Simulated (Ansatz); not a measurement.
```yaml
crystal:
  periodic: [false, false, false]
  atoms:
    - {symbol: Zr, position_ang: [-0.387829, 0.080135, -0.141611]}
    - {symbol: N, position_ang: [2.091490, -0.479020, 0.835390]}
    - {symbol: H, position_ang: [2.445794, -1.444200, 0.700329]}
    - {symbol: H, position_ang: [2.554047, 0.162450, 1.504985]}
    - {symbol: H, position_ang: [1.036654, 0.685704, -0.997614]}
basis:
  gaussian: {orbitals: def2-TZVP}
total_charge: 1
magnetization: {spin_polarized: true, initial_magnetization: 5}
hamiltonian: {xc: pbe0}
relax: {f_tol: 0.004, max_steps: 80}
```

```sh
$ ansatz run in.yaml --threads 1 --pin off --events-out ev --progress --plain --max-ram 2176MiB
```

Steps of the relaxation (energy above the last step; positions in Å, forces in eV/Å):

```
5
step 1, 993.9 meV
Zr   -0.388    0.080   -0.142   -1.257   -0.992    1.469
N     2.091   -0.479    0.835   -1.290    0.308   -0.599
H     2.446   -1.444    0.700    0.339    0.863    0.612
H     2.554    0.162    1.505    0.196   -0.999   -0.338
H     1.037    0.686   -0.998    2.012    0.820   -1.145
```

```
5
step 2, 400.6 meV
Zr   -0.364   -0.021    0.019    0.008   -0.237    0.375
N     1.959   -0.472    0.824   -0.204   -0.077   -0.043
H     2.422   -1.385    0.682   -0.004    0.483    0.300
H     2.511    0.148    1.437   -0.062   -0.473   -0.214
H     1.213    0.735   -1.061    0.263    0.304   -0.417
```

```
5
step 3, 293.2 meV
Zr   -0.304   -0.081    0.113   -0.200   -0.014   -0.023
N     1.934   -0.481    0.802    0.483   -0.451    0.460
H     2.412   -1.397    0.756   -0.191    0.364   -0.016
H     2.483    0.108    1.444   -0.108   -0.063   -0.237
H     1.214    0.857   -1.212    0.016    0.164   -0.183
```

```
5
step 10, 90.2 meV
Zr    0.015   -0.270   -0.204   -0.036   -0.016   -0.005
N     1.993   -0.700    0.940    0.037    0.003    0.018
H     2.171   -1.475    1.584   -0.010   -0.039    0.024
H     2.854   -0.148    0.896    0.014    0.015   -0.008
H     0.707    1.599   -1.315   -0.004    0.037   -0.028
```

```
5
step 11, 83.9 meV
Zr    0.083   -0.224   -0.218    0.012   -0.005    0.025
N     2.018   -0.727    0.983    0.107   -0.050    0.004
H     2.165   -1.516    1.622   -0.039    0.049   -0.023
H     2.904   -0.212    0.940   -0.070   -0.013    0.013
H     0.570    1.684   -1.425   -0.010    0.019   -0.019
```

```
5
step 14, 78.6 meV
Zr    0.150   -0.161   -0.205    0.014    0.012    0.007
N     2.048   -0.755    1.016    0.073   -0.040   -0.005
H     2.158   -1.568    1.632   -0.031    0.024   -0.002
H     2.946   -0.263    1.008   -0.046    0.004    0.002
H     0.438    1.752   -1.550   -0.010   -0.001   -0.002
```

```
5
step 15, 79.9 meV
Zr    0.209   -0.117   -0.215    0.049   -0.018   -0.008
N     2.083   -0.801    1.010    0.038    0.007    0.219
H     2.140   -1.582    1.678   -0.016    0.085   -0.157
H     2.980   -0.306    1.054   -0.064   -0.064   -0.059
H     0.328    1.811   -1.626   -0.007   -0.010    0.005
```

```
5
step 19, 75.6 meV
Zr    0.264   -0.069   -0.211    0.004    0.004   -0.002
N     2.092   -0.796    1.050    0.009   -0.063    0.053
H     2.129   -1.619    1.662    0.011    0.086   -0.059
H     3.008   -0.340    1.089   -0.023   -0.025    0.007
H     0.247    1.830   -1.689   -0.002   -0.002    0.001
```

```
5
step 21, 74.6 meV
Zr    0.379    0.024   -0.223    0.046    0.004    0.003
N     2.129   -0.831    1.080    0.086   -0.080    0.155
H     2.104   -1.663    1.685   -0.003    0.135   -0.125
H     3.063   -0.417    1.173   -0.119   -0.048   -0.037
H     0.065    1.893   -1.813   -0.009   -0.011    0.004
```

```
5
step 25, 70.3 meV
Zr    0.448    0.070   -0.242    0.046    0.021    0.004
N     2.138   -0.839    1.102    0.111   -0.131    0.130
H     2.087   -1.679    1.695   -0.002    0.164   -0.117
H     3.085   -0.455    1.197   -0.134   -0.045   -0.015
H    -0.018    1.908   -1.851   -0.022   -0.009   -0.002
```

```
5
step 27, 59.9 meV
Zr    0.545    0.130   -0.274    0.078    0.051   -0.005
N     2.152   -0.853    1.118    0.183   -0.215    0.224
H     2.059   -1.693    1.712    0.014    0.265   -0.190
H     3.113   -0.503    1.237   -0.232   -0.079   -0.030
H    -0.129    1.924   -1.891   -0.041   -0.022    0.000
```

```
5
step 30, 16.5 meV
Zr    0.927    0.402   -0.369   -0.151   -0.056   -0.025
N     2.161   -0.886    1.143    0.067    0.213   -0.126
H     1.948   -1.728    1.684   -0.035   -0.029    0.003
H     3.121   -0.603    1.349    0.081   -0.126    0.131
H    -0.416    1.820   -1.907    0.038   -0.002    0.018
```

```
5
step 37, 0.0 meV
Zr    0.878    0.405   -0.350    0.000    0.000    0.000
N     2.190   -0.851    1.130   -0.001    0.000    0.000
H     1.909   -1.693    1.642    0.000    0.000    0.000
H     3.161   -0.649    1.381    0.001    0.000    0.000
H    -0.399    1.793   -1.901    0.000    0.000    0.000
```

Close pairs at the end: N2–H4 1.023 Å, N2–H3 1.025 Å, Zr1–N2 2.342 Å, Zr1–H5 2.442 Å.

A stationary point of unrestricted PBE0 after 37 steps, with ⟨S²⟩ = 8.754 against 8.75 for a pure state; no frequencies were run, so it isn't proven a minimum. 8.4 min on 1 thread of Arm Neoverse V2, shared host.
